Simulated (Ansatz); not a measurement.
This script for Ansatz's Python interface starts 5 runs on H₄O₂Si, SMILES O[SiH2]O. What input does the engine get in each?

`run_relaxed_scan.py`:
```python
from dataclasses import dataclass
import warnings

import ansatz as az
import numpy as np


@dataclass
class RunConfig:
    basis_set: str = 'def2-SVP'
    xc: str = 'B3LYP'


cfg = RunConfig()


def main() -> None:
    warnings.simplefilter('ignore', az.DeckWarning)

    molecule = (
        az.Crystal.molecule()
        .atom('O', (-1.3544, -0.2124, 0.2622))
        .atom('Si', (0.1112, 0.4382, 0.0191))
        .atom('O', (1.0853, -0.8271, -0.3227))
        .atom('H', (-1.7448, -0.52, -0.5497))
        .atom('H', (0.0897, 1.3578, -1.1486))
        .atom('H', (0.5771, 1.1216, 1.2529))
        .atom('H', (1.2972, -1.4262, 0.4411))
    )

    base = (
        molecule.calculation()
        .basis(gaussian=cfg.basis_set)
        .functional(cfg.xc)
    )
    symbols = [site.symbol for site in molecule.cartesian_sites]
    pairs = [(0, 1), (0, 3), (1, 2), (1, 4), (1, 5), (2, 6)]
    print('held (A)   E (eV)        ', '  '.join(f'{symbols[i]}{i}-{symbols[j]}{j}' for i, j in pairs))
    for length in [1.49, 1.62, 1.75, 1.95, 2.19]:
        r = base.relax(constraints=[az.DistanceConstraint((0, 1), at=length)], force_tolerance=0.02, max_steps=60).run(threads=1, backend='cpu').report
        xyz = np.array(r['positions_ang'])
        print(f'{length:6.2f} {r["free_energy_ev"]:14.5f}  ', '  '.join(f'{np.linalg.norm(xyz[i] - xyz[j]):.3f}' for i, j in pairs))


if __name__ == '__main__':
    main()
```

Run 1:
```yaml
crystal:
  periodic: [false, false, false]
  atoms:
    - { symbol: O, position_ang: [-1.3544, -0.2124, 0.2622] }
    - { symbol: Si, position_ang: [0.1112, 0.4382, 0.0191] }
    - { symbol: O, position_ang: [1.0853, -0.8271, -0.3227] }
    - { symbol: H, position_ang: [-1.7448, -0.52, -0.5497] }
    - { symbol: H, position_ang: [0.0897, 1.3578, -1.1486] }
    - { symbol: H, position_ang: [0.5771, 1.1216, 1.2529] }
    - { symbol: H, position_ang: [1.2972, -1.4262, 0.4411] }
basis:
  gaussian:
    orbitals: def2-SVP
hamiltonian:
  xc: b3lyp
relax:
  f_tol: 0.02
  max_steps: 60
  constraints:
    - { distance: [0, 1], at: 1.49 }
```

Run 2, against run 1:
```diff
-    - { distance: [0, 1], at: 1.49 }
+    - { distance: [0, 1], at: 1.62 }
```

Run 3, against run 1:
```diff
-    - { distance: [0, 1], at: 1.49 }
+    - { distance: [0, 1], at: 1.75 }
```

Run 4, against run 1:
```diff
-    - { distance: [0, 1], at: 1.49 }
+    - { distance: [0, 1], at: 1.95 }
```

Run 5, against run 1:
```diff
-    - { distance: [0, 1], at: 1.49 }
+    - { distance: [0, 1], at: 2.19 }
```

Running `python run_relaxed_scan.py` prints:
```text
held (A)   E (eV)         O0-Si1  O0-H3  Si1-O2  Si1-H4  Si1-H5  O2-H6
  1.49   -12033.19859   1.490  0.959  1.673  1.492  1.491  0.964
  1.62   -12033.77951   1.620  0.964  1.667  1.487  1.487  0.965
  1.75   -12033.72125   1.750  0.967  1.662  1.483  1.484  0.965
  1.95   -12033.06673   1.950  0.969  1.656  1.480  1.482  0.965
  2.19   -12032.01428   2.190  0.972  1.651  1.478  1.480  0.966
```

Reading the output:
- Total energies depend on the basis set; only differences at equal settings carry meaning.
- The energies are electronic: no zero-point or thermal terms, and the basis set is short of its limit.
- b3lyp holds the VWN-RPA fit, as in Gaussian; the form of ORCA and Turbomole is b3lyp5.
- The script silences the warnings on its input, which a real study should read.
- Hardware and time: 73 s on 1 thread of Arm Neoverse V1, on a shared host, peak memory 0.19 GiB.
